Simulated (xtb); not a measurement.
xtb input (GFN2-xTB):

```bash
xtb mol.xyz --gfn 2 --sp --chrg 0 --uhf 0
```
mol.xyz:
```
9

O      0.00698159    -0.00938093     1.15639185
C      0.01002135     1.09121187     0.35485194
C     -0.00584318    -1.09682594     0.33719784
C     -0.00057460     0.72400222    -0.94957313
C     -0.01096108    -0.70850213    -0.96113124
H      0.01993172     2.04136423     0.85814072
H     -0.00976940    -2.05501900     0.82508919
H     -0.00100663     1.38402074    -1.80017025
H     -0.02086345    -1.35463467    -1.82226699
```

Output:

```
           -------------------------------------------------
          |                Calculation Setup                |
           -------------------------------------------------

           -------------------------------------------------
          |                 G F N 2 - x T B                 |
           -------------------------------------------------

        Reference                      10.1021/acs.jctc.8b01176
      * Hamiltonian:
        H0-scaling (s, p, d)           1.850000    2.230000    2.230000
        zeta-weighting                 0.500000
      * Dispersion:
        s8                             2.700000
        a1                             0.520000
        a2                             5.000000
        s9                             5.000000
      * Repulsion:
        kExp                           1.500000    1.000000
        rExp                           1.000000
      * Coulomb:
        alpha                          2.000000
        third order                    shell-resolved
        anisotropic                    true
        a3                             3.000000
        a5                             4.000000
        cn-shift                       1.200000
        cn-exp                         4.000000
        max-rad                        5.000000

          ...................................................
          :                      SETUP                      :
          :.................................................:
          :  # basis functions                  24          :
          :  # atomic orbitals                  24          :
          :  # shells                           14          :
          :  # electrons                        26          :
          :  max. iterations                   250          :
          :  Hamiltonian                  GFN2-xTB          :
          :  restarted?                      false          :
          :  GBSA solvation                  false          :
          :  PC potential                    false          :
          :  electronic temp.          300.0000000     K    :
          :  accuracy                    1.0000000          :
          :  -> integral cutoff          0.2500000E+02      :
          :  -> integral neglect         0.1000000E-07      :
          :  -> SCF convergence          0.1000000E-05 Eh   :
          :  -> wf. convergence          0.1000000E-03 e    :
          :  Broyden damping             0.4000000          :
          :  net charge                          0          :
          :  unpaired electrons                  0          :
          ...................................................

 iter      E             dE          RMSdq      gap      omega  full diag
   1    -14.8377839 -0.148378E+02  0.452E+00    5.01       0.0  T
   2    -14.8465336 -0.874974E-02  0.291E+00    4.96       1.0  T
   3    -14.8387876  0.774604E-02  0.131E+00    4.98       1.0  T
   4    -14.8498882 -0.111007E-01  0.231E-01    4.91       1.0  T
   5    -14.8500440 -0.155808E-03  0.635E-02    4.92       1.0  T
   6    -14.8500490 -0.495916E-05  0.242E-02    4.92       1.4  T
   7    -14.8500492 -0.156627E-06  0.337E-03    4.92       9.9  T
   8    -14.8500492 -0.172805E-07  0.882E-04    4.92      37.8  T
   9    -14.8500492 -0.377648E-08  0.266E-04    4.92     125.4  T

   *** convergence criteria satisfied after 9 iterations ***

         #    Occupation            Energy/Eh            Energy/eV
      -------------------------------------------------------------
         1        2.0000           -0.7318736             -19.9153
       ...           ...                  ...                  ...
         7        2.0000           -0.5561464             -15.1335
         8        2.0000           -0.4987202             -13.5709
         9        2.0000           -0.4759892             -12.9523
        10        2.0000           -0.4687600             -12.7556
        11        2.0000           -0.4627474             -12.5920
        12        2.0000           -0.4239411             -11.5360
        13        2.0000           -0.3943680             -10.7313 (HOMO)
        14                         -0.2137052              -5.8152 (LUMO)
        15                         -0.1611770              -4.3859
        16                          0.0810242               2.2048
        17                          0.1039902               2.8297
        18                          0.1435213               3.9054
       ...                                ...                  ...
        24                          0.7033151              19.1382
      -------------------------------------------------------------
                  HL-Gap            0.1806629 Eh            4.9161 eV
             Fermi-level           -0.3040366 Eh           -8.2733 eV

 SCC (total)                   0 d,  0 h,  0 min,  0.006 sec
 SCC setup                      ...        0 min,  0.000 sec (  2.375%)
 Dispersion                     ...        0 min,  0.000 sec (  1.397%)
 classical contributions        ...        0 min,  0.000 sec (  0.533%)
 integral evaluation            ...        0 min,  0.001 sec ( 14.633%)
 iterations                     ...        0 min,  0.003 sec ( 50.428%)
 molecular gradient             ...        0 min,  0.002 sec ( 26.882%)
 printout                       ...        0 min,  0.000 sec (  3.432%)

         :::::::::::::::::::::::::::::::::::::::::::::::::::::
         ::                     SUMMARY                     ::
         :::::::::::::::::::::::::::::::::::::::::::::::::::::
         :: total energy             -14.644205600132 Eh    ::
         :: gradient norm              0.027978883229 Eh/a0 ::
         :: HOMO-LUMO gap              4.916086686388 eV    ::
         ::.................................................::
         :: SCC energy               -14.850048081405 Eh    ::
         :: -> isotropic ES            0.008371176408 Eh    ::
         :: -> anisotropic ES          0.001361634925 Eh    ::
         :: -> anisotropic XC          0.006224287471 Eh    ::
         :: -> dispersion             -0.004729172706 Eh    ::
         :: repulsion energy           0.205842481273 Eh    ::
         :: add. restraining           0.000000000000 Eh    ::
         :: total charge              -0.000000000000 e     ::
         :::::::::::::::::::::::::::::::::::::::::::::::::::::

           -------------------------------------------------
          |                Property Printout                |
           -------------------------------------------------

    * Orbital Energies and Occupations

         #    Occupation            Energy/Eh            Energy/eV
      -------------------------------------------------------------
         1        2.0000           -0.7318736             -19.9153
         2        2.0000           -0.6559505             -17.8493
         3        2.0000           -0.6524746             -17.7547
         4        2.0000           -0.5872941             -15.9811
         5        2.0000           -0.5716237             -15.5547
         6        2.0000           -0.5576450             -15.1743
         7        2.0000           -0.5561464             -15.1335
         8        2.0000           -0.4987202             -13.5709
         9        2.0000           -0.4759892             -12.9523
        10        2.0000           -0.4687600             -12.7556
        11        2.0000           -0.4627474             -12.5920
        12        2.0000           -0.4239411             -11.5360
        13        2.0000           -0.3943680             -10.7313 (HOMO)
        14                         -0.2137052              -5.8152 (LUMO)
        15                         -0.1611770              -4.3859
Note: The following floating-point exceptions are signalling: IEEE_UNDERFLOW_FLAG IEEE_DENORMAL
normal termination of xtb
        16                          0.0810242               2.2048
        17                          0.1039902               2.8297
        18                          0.1435213               3.9054
        19                          0.1457981               3.9674
        20                          0.2483180               6.7571
        21                          0.2638921               7.1809
        22                          0.4186853              11.3930
        23                          0.5136520              13.9772
        24                          0.7033151              19.1382
      -------------------------------------------------------------
                  HL-Gap            0.1806629 Eh            4.9161 eV
             Fermi-level           -0.3040366 Eh           -8.2733 eV

     #   Z          covCN         q      C6AA      α(0)
     1   8 O        1.727    -0.191    17.180     5.596
     2   6 C        3.025     0.068    26.462     8.438
     3   6 C        3.025     0.068    26.462     8.438
     4   6 C        3.006    -0.059    29.444     8.901
     5   6 C        3.006    -0.059    29.444     8.901
     6   1 H        0.926     0.048     2.340     2.392
     7   1 H        0.926     0.048     2.340     2.392
     8   1 H        0.926     0.038     2.474     2.460
     9   1 H        0.926     0.038     2.474     2.460

 Mol. C6AA /au·bohr⁶  :        987.883170
 Mol. C8AA /au·bohr⁸  :      23599.414198
 Mol. α(0) /au        :         49.978103

Wiberg/Mayer (AO) data.
largest (>0.10) Wiberg bond orders for each atom

 ---------------------------------------------------------------------------
     #   Z sym  total        # sym  WBO       # sym  WBO       # sym  WBO
 ---------------------------------------------------------------------------
     1   8 O    2.433 --     3 C    1.128     2 C    1.128
     2   6 C    3.909 --     4 C    1.636     1 O    1.128     6 H    0.967
                             3 C    0.143
     3   6 C    3.909 --     5 C    1.636     1 O    1.128     7 H    0.967
                             2 C    0.143
     4   6 C    3.984 --     2 C    1.636     5 C    1.267     8 H    0.974
     5   6 C    3.984 --     3 C    1.636     4 C    1.267     9 H    0.974
     6   1 H    0.998 --     2 C    0.967
     7   1 H    0.998 --     3 C    0.967
     8   1 H    0.999 --     4 C    0.974
     9   1 H    0.999 --     5 C    0.974
 ---------------------------------------------------------------------------

Topologies differ in total number of bonds
Writing topology from bond orders to xtbtopo.mol

molecular dipole:
                 x           y           z       tot (Debye)
 q only:       -0.001       0.002      -0.223
   full:       -0.001       0.002      -0.196       0.499
molecular quadrupole (traceless):
                xx          xy          yy          xz          yz          zz
 q only:       -1.112       0.025       2.370      -0.001       0.029      -1.258
  q+dip:       -2.890       0.042       2.980       0.017       0.025      -0.090
   full:       -1.616       0.032       2.767       0.003       0.032      -1.152

           -------------------------------------------------
          | TOTAL ENERGY              -14.644205600132 Eh   |
          | GRADIENT NORM               0.027978883229 Eh/α |
          | HOMO-LUMO GAP               4.916086686388 eV   |
           -------------------------------------------------

------------------------------------------------------------------------
------------------------------------------------------------------------
 total:
 SCF:
```
